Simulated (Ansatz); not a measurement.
Species: methyl formate, C2H4O2, charge 0, multiplicity 1. 
Geometry from a B3LYP-D3(BJ)/def2-TZVP (Ansatz, a quantum-chemistry and plane-wave program) optimisation:
```xyz
8

C     -0.9314    -0.0909     0.0015
O     -0.7248    -1.2718    -0.0191
O      0.0010     0.8677     0.0146
H     -1.9259     0.3745     0.0125
C      1.3667     0.4114     0.0025
H      1.9749     1.3108     0.0157
H      1.5676    -0.2028     0.8792
H      1.5619    -0.1729    -0.8956
```
Charge 0, spin multiplicity 1.

Basis-set convergence of Hartree-Fock and MP2 correlation energies (hartree) with Ansatz. Cores are frozen in the correlated levels unless marked. No spin-orbit coupling. No relativistic terms.

```csv
basis,functions,E(HF),"E(corr, MP2)"
cc-pVDZ,-,-227.80601,-0.63740
cc-pVTZ,176,___,___
```

Q: Complete the blanks.

A: 
- cc-pVTZ, E(HF): -227.87667
- cc-pVTZ, E(corr, MP2): -0.79944
